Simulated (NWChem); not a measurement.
Program: NWChem. System: Li, charge 0, spin multiplicity 2. Its SCF solution wasn't tested for a lower state. Level: evGW@UPBE0/def2-TZVP, RI basis def2-tzvp-rifit, 6 cycles.

Job file:

```
start mol
memory heap 200 mb stack 700 mb global 1700 mb
geometry units angstroms nocenter noautoz
  Li     0.000000     0.000000     0.000000
  symmetry group D2h
end
basis spherical
  * library def2-tzvp
end
basis "ri basis" bse spherical
  * library def2-tzvp-rifit
end
dft
  xc pbe0
  odft
  mult 2
  iterations 100
  direct
  tolerances tight
end
task dft energy
gw
  evgw 6
  states alpha occ -1 vir -1
  states beta occ -1 vir -1
end
task dft gw
```

Part of the output:

```
             Northwest Computational Chemistry Package (NWChem) 7.3.0
             --------------------------------------------------------

                                NWChem Input Module
                                -------------------

 Scaling coordinates for geometry "geometry" by  1.889725989
 (inverse scale =  0.529177249)

                             Geometry "geometry" -> ""
                             -------------------------

 Output coordinates in angstroms (scale by  1.889725989 to convert to a.u.)

  No.       Tag          Charge          X              Y              Z
 ---- ---------------- ---------- -------------- -------------- --------------
    1 Li                   3.0000     0.00000000     0.00000000     0.00000000

 Effective nuclear repulsion energy (a.u.)       0.0000000000

            Nuclear Dipole moment (a.u.)
            ----------------------------
        X                 Y               Z
 ---------------- ---------------- ----------------
     0.0000000000     0.0000000000     0.0000000000

      Symmetry information
      --------------------

 Group name             D2h
 Group number             26
 Group order               8
 No. of unique centers     1

      Symmetry unique atoms

     1


 Summary of "ao basis" -> "" (spherical)
 ------------------------------------------------------------------------------
       Tag                 Description            Shells   Functions and Types
 ---------------- ------------------------------  ------  ---------------------
 *                         def2-tzvp                  on all atoms

 new library libraries.bse/

 Summary of "ri basis" -> "" (spherical)
 ------------------------------------------------------------------------------
       Tag                 Description            Shells   Functions and Types
 ---------------- ------------------------------  ------  ---------------------
 *                      def2-tzvp-rifit               on all atoms

                                 NWChem DFT Module
                                 -----------------

 Summary of "ao basis" -> "ao basis" (spherical)
 ------------------------------------------------------------------------------
       Tag                 Description            Shells   Functions and Types
 ---------------- ------------------------------  ------  ---------------------
 Li                        def2-tzvp                 8       14   5s3p

 Summary of "ao basis" -> "ao basis" (spherical)
 ------------------------------------------------------------------------------
       Tag                 Description            Shells   Functions and Types
 ---------------- ------------------------------  ------  ---------------------
 Li                        def2-tzvp                 8       14   5s3p

      Symmetry analysis of basis
      --------------------------

        ag          5
        au          0
        b1g         0
        b1u         3
        b2g         0
        b2u         3
        b3g         0
        b3u         3

            General Information
            -------------------
          SCF calculation type: DFT
          Wavefunction type:  spin polarized.
          No. of atoms     :     1
          No. of electrons :     3
           Alpha electrons :     2
            Beta electrons :     1
          Charge           :     0
          Spin multiplicity:     2
          Use of symmetry is: on ; symmetry adaption is: on
          Maximum number of iterations: 100
[...]
@GW         3          1.495           0.003
@GW         4          1.496           0.002
@GW         5          1.496           0.002
@GW         6          3.397           0.004
@GW         7         17.225           0.002
@GW         8         17.224           0.002
@GW         9         17.224           0.002
@GW        10         43.057           0.002
@GW        11        168.728           0.002
@GW        12        168.728           0.002
@GW        13        168.728           0.002
@GW        14        394.557           0.003

                   Beta Orbitals
          State     Energy (eV)     Error (eV)
          -----------------------------------
@GW         1        -64.995           0.002
@GW         2          0.480           0.002
@GW         3          2.688           0.002
@GW         4          2.680           0.004
@GW         5          2.680           0.004
@GW         6          4.039           0.003
@GW         7         17.420           0.002
@GW         8         17.420           0.002
@GW         9         17.420           0.002
@GW        10         43.486           0.002
@GW        11        168.886           0.002
@GW        12        168.886           0.002
@GW        13        168.886           0.002
@GW        14        394.781           0.003

  *** G3W3

          Computing RPA polarizability
          Solving quasiparticle equations

                  Alpha Orbitals
          State     Energy (eV)     Error (eV)
          -----------------------------------
@GW         1        -65.432           0.000
@GW         2         -5.546           0.000
@GW         3          1.495           0.000
@GW         4          1.495           0.000
@GW         5          1.495           0.000
@GW         6          3.397           0.000
@GW         7         17.229           0.000
@GW         8         17.228           0.000
@GW         9         17.228           0.000
@GW        10         43.094           0.000
@GW        11        168.853           0.000
@GW        12        168.852           0.000
@GW        13        168.852           0.000
@GW        14        395.659           0.000

                   Beta Orbitals
          State     Energy (eV)     Error (eV)
          -----------------------------------
@GW         1        -65.095           0.000
@GW         2          0.481           0.000
@GW         3          2.689           0.000
@GW         4          2.682           0.000
@GW         5          2.682           0.000
@GW         6          4.040           0.000
@GW         7         17.425           0.000
@GW         8         17.424           0.000
@GW         9         17.424           0.000
@GW        10         43.524           0.000
@GW        11        169.013           0.000
@GW        12        169.013           0.000
@GW        13        169.013           0.000
@GW        14        395.911           0.000

  *** G4W4

          Computing RPA polarizability
          Solving quasiparticle equations

                  Alpha Orbitals
          State     Energy (eV)     Error (eV)
          -----------------------------------
@GW         1        -65.446           0.000
@GW         2         -5.546           0.000
@GW         3          1.495           0.000
@GW         4          1.495           0.000
@GW         5          1.495           0.000
@GW         6          3.397           0.000
@GW         7         17.229           0.000
@GW         8         17.228           0.000
@GW         9         17.228           0.000
@GW        10         43.098           0.000
@GW        11        168.868           0.000
@GW        12        168.867           0.000
@GW        13        168.867           0.000
@GW        14        395.840           0.000

                   Beta Orbitals
          State     Energy (eV)     Error (eV)
          -----------------------------------
@GW         1        -65.107           0.000
@GW         2          0.481           0.000
@GW         3          2.689           0.000
@GW         4          2.682           0.000
@GW         5          2.682           0.000
@GW         6          4.040           0.000
@GW         7         17.425           0.000
@GW         8         17.424           0.000
@GW         9         17.424           0.000
@GW        10         43.527           0.000
@GW        11        169.028           0.000
@GW        12        169.028           0.000
@GW        13        169.028           0.000
@GW        14        396.098           0.000

  *** G5W5

          Computing RPA polarizability
          Solving quasiparticle equations

                  Alpha Orbitals
          State     Energy (eV)     Error (eV)
          -----------------------------------
@GW         1        -65.447           0.000
@GW         2         -5.546           0.000
@GW         3          1.495           0.000
@GW         4          1.495           0.000
@GW         5          1.495           0.000
@GW         6          3.397           0.000
@GW         7         17.229           0.000
@GW         8         17.228           0.000
@GW         9         17.228           0.000
@GW        10         43.098           0.000
@GW        11        168.869           0.000
@GW        12        168.869           0.000
@GW        13        168.869           0.000
@GW        14        395.867           0.000

                   Beta Orbitals
          State     Energy (eV)     Error (eV)
          -----------------------------------
@GW         1        -65.108           0.000
@GW         2          0.481           0.000
@GW         3          2.689           0.000
@GW         4          2.681           0.000
@GW         5          2.681           0.000
@GW         6          4.039           0.000
@GW         7         17.425           0.000
@GW         8         17.424           0.000
@GW         9         17.424           0.000
@GW        10         43.527           0.000
@GW        11        169.030           0.000
@GW        12        169.030           0.000
@GW        13        169.030           0.000
@GW        14        396.126           0.000

     GW Timing Statistics
   ------------------------
   Init.   :          0.0s
     ERIs  :          0.0s
     Distr.:          0.0s
     Vxc   :          0.0s
   Sigma_x :          0.0s
   RPA     :          0.0s
   Wmn     :          0.0s
   Sigma_c :          0.0s
   GW total:          0.1s

 Task  times  cpu:        0.1s     wall:        0.1s

 Total times  cpu:        0.3s     wall:        0.3s
```
